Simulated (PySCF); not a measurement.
**AlH (SMILES [AlH]) at FCI/aug-cc-pVDZ**

Aim: the energy change on altering one bond length of AlH at FCI/aug-cc-pVDZ, from 2 runs. 

The calculation is run with PySCF 2.14.0.

5 further runs of the same task are left out: 5 set aside as unsound or not needed.

## Step 1: The molecule

AlH: 2 atoms, total charge 0, spin state singlet. SMILES: `[AlH]`. The shape comes from GFN2-xTB, which is rough for such elements, and wasn't checked as a minimum.

Bond lengths: Al1–H2 1.613 Å.

## Step 2: A single-point energy at FCI/aug-cc-pVDZ

calc.py

```python
# AlH
from pyscf import gto, scf, mcscf
from pyscf import fci

mol = gto.M(
    atom='Al 0.000000 0.000000 0.000000; H 0.000000 0.000000 1.613470',
    basis='aug-cc-pvdz',
    spin=0,
    max_memory=1860,
    charge=0,
    verbose=4,
)

mf = scf.RHF(mol)
mf.conv_tol = 1e-10
mf.kernel()
if not mf.converged:
    mf = mf.newton().run(mf.mo_coeff, mf.mo_occ)

cas = mcscf.CASCI(mf, mf.mo_coeff.shape[-1] - 5, (mol.nelec[0] - 5, mol.nelec[1] - 5))  # full CI above the frozen core
cas.fcisolver = fci.direct_spin0.FCI(mol)  # even spin states alone
cas.kernel()
print('<S^2> = %.4f' % cas.fcisolver.spin_square(cas.ci, cas.ncas, cas.nelecas)[0])
e_tot = cas.e_tot
print(f'total energy: {e_tot:.8f} hartree')
```

On the command line:

```console
$ OMP_NUM_THREADS=1 python calc.py
```

Log:

```text
PySCF version 2.14.0

[INPUT] num. atoms = 2
[INPUT] num. electrons = 14
[INPUT] charge = 0
[INPUT] spin (= nelec alpha-beta = 2S) = 0
[INPUT] symmetry False subgroup None
[INPUT] Mole.unit = angstrom
[INPUT] Symbol           X                Y                Z      unit          X                Y                Z       unit  Magmom
[INPUT]  1 Al     0.000000000000   0.000000000000   0.000000000000 AA    0.000000000000   0.000000000000   0.000000000000 Bohr   0.0
[INPUT]  2 H      0.000000000000   0.000000000000   1.613470000000 AA    0.000000000000   0.000000000000   3.049016410202 Bohr   0.0

nuclear repulsion = 4.26367006635388
number of shells = 13
number of NR pGTOs = 61
number of NR cGTOs = 36
basis = aug-cc-pvdz
ecp = {}

******** <class 'pyscf.scf.hf.RHF'> ********
method = RHF
initial guess = minao
damping factor = 0
level_shift factor = 0
DIIS = <class 'pyscf.scf.diis.CDIIS'>
diis_start_cycle = 1
diis_space = 8
diis_damp = 0
SCF conv_tol = 1e-10
SCF conv_tol_grad = None
SCF max_cycles = 50
direct_scf = True
direct_scf_tol = 1e-13
Set gradient conv threshold to 1e-05
Initial guess from minao.
init E= -242.236839853151
  HOMO = -0.170494210775886  LUMO = -0.00422268257638796  gap/eV = 4.52448
cycle= 1 E= -242.444466306224  delta_E= -0.208  |g|= 0.116  |ddm|= 0.897
  HOMO = -0.291026876111256  LUMO = 0.00917379459370973  gap/eV = 8.16888
cycle= 2 E= -242.453262668225  delta_E= -0.0088  |g|= 0.0267  |ddm|= 0.363
  HOMO = -0.286941120875202  LUMO = 0.0136407007401572  gap/eV = 8.17925
cycle= 3 E= -242.453913038486  delta_E= -0.00065  |g|= 0.00605  |ddm|= 0.139
  HOMO = -0.286861628862928  LUMO = 0.0136439632734299  gap/eV = 8.17717
cycle= 4 E= -242.453956064848  delta_E= -4.3e-05  |g|= 0.000915  |ddm|= 0.0396
  HOMO = -0.286910858249701  LUMO = 0.0135673519379817  gap/eV = 8.17643
cycle= 5 E= -242.453957447634  delta_E= -1.38e-06  |g|= 0.000195  |ddm|= 0.00434
  HOMO = -0.286908771239919  LUMO = 0.0135538102234419  gap/eV = 8.17600
cycle= 6 E= -242.453957523167  delta_E= -7.55e-08  |g|= 1.79e-05  |ddm|= 0.00125
  HOMO = -0.286907238830299  LUMO = 0.0135528940972329  gap/eV = 8.17594
cycle= 7 E= -242.453957523645  delta_E= -4.78e-10  |g|= 2.2e-06  |ddm|= 0.000177
  HOMO = -0.286907814166399  LUMO = 0.0135525559220029  gap/eV = 8.17594
cycle= 8 E= -242.453957523652  delta_E= -6.82e-12  |g|= 2.85e-07  |ddm|= 2.41e-05
  HOMO = -0.286907846500321  LUMO = 0.0135525254125381  gap/eV = 8.17594
Extra cycle  E= -242.453957523652  delta_E= -3.41e-13  |g|= 9.18e-08  |ddm|= 1.62e-06
converged SCF energy = -242.453957523652

******** <class 'pyscf.mcscf.casci.CASCI'> ********
CAS (2e+2e, 31o), ncore = 5, nvir = 0
natorb = False
canonicalization = True
sorting_mo_energy = False
******** <class 'pyscf.fci.direct_spin0.FCISolver'> ********
max. cycles = 100
conv_tol = 1e-10
davidson only = False
linear dependence = 1e-14
level shift = 0.001
max iter space = 12
nroots = 1
pspace_size = 400
spin = None
Density matrix diagonal elements [1.94130856e+00 1.87236658e+00 2.28587013e-02 2.28587013e-02
 7.15621620e-04 1.78840378e-03 2.15780886e-02 2.15780886e-02
 2.40964564e-03 1.14381473e-02 1.05711595e-04 1.05711636e-04
 5.14108957e-03 5.14108957e-03 7.33623644e-03 5.20897645e-03
 5.54992235e-03 5.54992235e-03 6.46512660e-03 8.87463600e-03
 8.87463600e-03 3.46761384e-04 3.46761358e-04 4.01902931e-03
 2.89886790e-03 2.89886790e-03 2.62337826e-03 5.69724722e-03
 1.41829005e-03 1.41829005e-03 1.07891121e-03]
CASCI converged
CASCI E = -242.531794987164  E(CI) = -3.52302103848203  S^2 = 0.0000000
<S^2> = 0.0000
total energy: -242.53179499 hartree
```

Wall time 76 s (1 thread of Arm Neoverse V1, shared host); peak memory 0.17 GiB.

## Step 3: The distorted shape

start.xyz

```xyz
2
AlH
Al     0.000000     0.000000    -1.290730
H      0.000000     0.000000     1.613470
```

calc.py

```python
from pyscf import gto, mcscf
from pyscf import fci

mol = gto.M(
    atom='start.xyz',
    spin=0,
    max_memory=1860,
    verbose=4,
    basis='aug-cc-pvdz',
    charge=0,
)

myscf = mol.RHF()
myscf.conv_tol = 1e-10
myscf.kernel()
if not myscf.converged:
    myscf = myscf.newton().run(myscf.mo_coeff, myscf.mo_occ)

cas = mcscf.CASCI(myscf, myscf.mo_coeff.shape[-1] - 5, (mol.nelec[0] - 5, mol.nelec[1] - 5))  # full CI above the frozen core
cas.fcisolver = fci.direct_spin0.FCI(mol)  # even spin states alone
cas.kernel()
print('<S^2> = %.4f' % cas.fcisolver.spin_square(cas.ci, cas.ncas, cas.nelecas)[0])
etot = cas.e_tot
print('E(%s) = %.9f' % ('FCI', etot))
```

On the command line:

```console
$ OMP_NUM_THREADS=1 python calc.py
```

Log:

```text
PySCF version 2.14.0

[INPUT] num. atoms = 2
[INPUT] num. electrons = 14
[INPUT] charge = 0
[INPUT] spin (= nelec alpha-beta = 2S) = 0
[INPUT] symmetry False subgroup None
[INPUT] Mole.unit = angstrom
[INPUT] Symbol           X                Y                Z      unit          X                Y                Z       unit  Magmom
[INPUT]  1 Al     0.000000000000   0.000000000000  -1.290730000000 AA    0.000000000000   0.000000000000  -2.439126200760 Bohr   0.0
[INPUT]  2 H      0.000000000000   0.000000000000   1.613470000000 AA    0.000000000000   0.000000000000   3.049016410202 Bohr   0.0

nuclear repulsion = 2.36874311065354
number of shells = 13
number of NR pGTOs = 61
number of NR cGTOs = 36
basis = aug-cc-pvdz
ecp = {}

[... 37 lines left out ...]
converged SCF energy = -242.370680456824
[... 1 line left out ...]
******** <class 'pyscf.mcscf.casci.CASCI'> ********
CAS (2e+2e, 31o), ncore = 5, nvir = 0
natorb = False
canonicalization = True
sorting_mo_energy = False
******** <class 'pyscf.fci.direct_spin0.FCISolver'> ********
max. cycles = 100
conv_tol = 1e-10
davidson only = False
linear dependence = 1e-14
level shift = 0.001
max iter space = 12
nroots = 1
pspace_size = 400
spin = None
Density matrix diagonal elements [1.88717816e+00 1.77281443e+00 2.83596533e-02 2.83596533e-02
 6.33594242e-02 1.01975409e-02 1.01975409e-02 5.10341350e-02
 3.80335098e-02 1.32470303e-04 1.32470314e-04 1.33594660e-02
 4.60868642e-03 4.60868642e-03 2.75865380e-02 6.78355571e-03
 6.78355571e-03 6.07098795e-03 3.98917047e-03 3.18488315e-03
 3.18488315e-03 7.12335034e-03 3.87821969e-04 3.87821975e-04
 3.80107038e-03 3.80107038e-03 4.68215097e-03 8.63772703e-03
 4.08333268e-04 4.08333268e-04 4.02918832e-04]
CASCI converged
CASCI E = -242.462647089988  E(CI) = -3.01645142877021  S^2 = 0.0000000
<S^2> = 0.0000
E(FCI) = -242.462647090
```

Run time: 100 s. Hardware: 1 thread of Arm Neoverse V1, shared host; peak memory 0.17 GiB.

## Step 4: What came out

At FCI/aug-cc-pVDZ, 5 core orbitals frozen:

| quantity | value |
| --- | --- |
| first shape: total energy | -242.53179 Eh |
| first shape: dipole moment (Hartree–Fock density) | 0.29 D |
| first shape: HOMO energy (Hartree–Fock orbitals) | -7.81 eV |
| first shape: LUMO energy (Hartree–Fock orbitals) | 0.37 eV |
| first shape: HOMO–LUMO gap (Hartree–Fock orbitals) | 8.18 eV |
| first shape: correlation energy (5 core orbitals frozen) | -77.8 mEh |
| distorted shape: total energy | -242.46265 Eh |
| distorted shape: dipole moment (Hartree–Fock density) | 6.15 D |
| distorted shape: HOMO energy (Hartree–Fock orbitals) | -7.11 eV |
| distorted shape: LUMO energy (Hartree–Fock orbitals) | -0.26 eV |
| distorted shape: HOMO–LUMO gap (Hartree–Fock orbitals) | 6.85 eV |
| distorted shape: correlation energy (5 core orbitals frozen) | -92.0 mEh |
| energy change with the Al1–H2 bond stretched from 1.613 to 2.904 Å | 1.882 eV |

**Reading.** With the Al1–H2 bond stretched from 1.613 to 2.904 Å the energy rises by 1.88 eV (43 kcal/mol). The first shape isn't relaxed at this level, so the change isn't measured from a minimum.
